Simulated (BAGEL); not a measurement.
# quartet AlF2: UHF/def2-TZVPP (density fitting with qzvpp-jkfit)

We compute a single-point energy of quartet AlF2. 

The results are computed with BAGEL 1.2.2.

### 1 The molecule

AlF2 has 3 atoms, charge 0, and is taken as a quartet. As SMILES of the parent species, `[F][Al][F]`. The coordinates come from a PBE0-D4/def2-TZVP relaxation. That shape belongs to the parent species and isn't relaxed for this state.

Bond lengths: F1–Al2 1.647 Å, Al2–F3 1.647 Å. Angles: F1–Al2–F3 119.7°.

### 2 A single-point energy at UHF/def2-TZVPP (density fitting with qzvpp-jkfit)

File input.json:

```json
{ "bagel": [

{
  "title": "molecule",
  "basis": "tzvpp",
  "df_basis": "qzvpp-jkfit",
  "angstrom": "true",
  "geometry": [
    { "atom": "F", "xyz": [       0.533000,      -1.361200,       0.136400 ] },
    { "atom": "Al", "xyz": [       0.388700,       0.275400,       0.245200 ] },
    { "atom": "F", "xyz": [      -0.932500,       1.021000,      -0.394800 ] }
  ]
},

{
  "title": "uhf",
  "nopen": 3
},

{
  "title": "print",
  "file": "orbitals.molden",
  "orbitals": "true"
}

]}
```

On the command line:

```bash
$ BAGEL_NUM_THREADS=1 BAGEL input.json > input.out
```

Q: Predict the results. Wanted: total energy; dipole moment; ⟨S²⟩.

Answer, from the run:

At UHF/def2-TZVPP (density fitting with qzvpp-jkfit):

| quantity | value |
| --- | --- |
| total energy | -440.68737 Eh |
| dipole moment | 1.14 D |
| ⟨S²⟩ | 3.830 |
